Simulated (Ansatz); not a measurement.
Born–Oppenheimer molecular dynamics of CH$_{6}$BN (9 atoms, charge 0, multiplicity 1). It starts at the highest image of a converged band. Of that band: Neighbouring images differ by up to 2.4 eV, so the band resolves the path poorly. The top lies less than 8 meV above the higher end, about what the thresholds resolve: that end is a shoulder or a very shallow well. A vibrational analysis at the climbing image gives no mode beyond 40i cm⁻¹: the surface is too flat there to confirm a saddle point.

Level of theory: RKS B3LYP/def2-SVP (Ansatz).

```json
{
  "ensemble": "NVE (velocity Verlet)",
  "time step": "0.5 fs",
  "steps asked": "200",
  "starting velocities drawn for": "100 K",
  "seed": "3181"
}
```

First frame:

```xyz
9
Properties=species:S:1:pos:R:3
B -0.929 0.002 0.648
H 1.530 -0.143 1.077
N 2.237 -0.121 0.337
H 2.012 -0.884 -0.303
H 2.090 0.749 -0.177
C -1.534 0.087 -0.765
H -1.998 -0.886 -1.018
H -2.321 0.865 -0.780
H -0.769 0.330 -1.524
```

Q: How far do the bonds stretch over the last three quarters of this one trajectory? (Pairs bonded in most of those frames.)

A: 
| bond | mean (Å) | spread (Å) | shortest | longest |
| --- | --- | --- | --- | --- |
| B1–C6 | 1.539 | 0.007 | 1.53 | 1.55 |
| H2–N3 | 1.022 | 0.008 | 1.01 | 1.04 |
| N3–H4 | 1.021 | 0.007 | 1.01 | 1.03 |
| N3–H5 | 1.021 | 0.006 | 1.01 | 1.03 |
| C6–H7 | 1.108 | 0.014 | 1.08 | 1.13 |
| C6–H8 | 1.108 | 0.012 | 1.09 | 1.13 |
| C6–H9 | 1.107 | 0.018 | 1.08 | 1.14 |

Mean temperature of the second half: 41 K. The conserved energy stayed within 0.071 meV per atom of its start (net change 0.043 meV per atom), so the integration is sound. A run of 0.1 ps of so small a system gives no equilibrium averages. The orbitals stay closed-shell, which can raise the energy where a bond breaks towards radicals; this wasn't checked here.

Run time: 5.2 min on 1 thread of Intel(R) Xeon(R) Platinum 8488C (Sapphire Rapids) (shared host), peak memory 0.14 GiB.
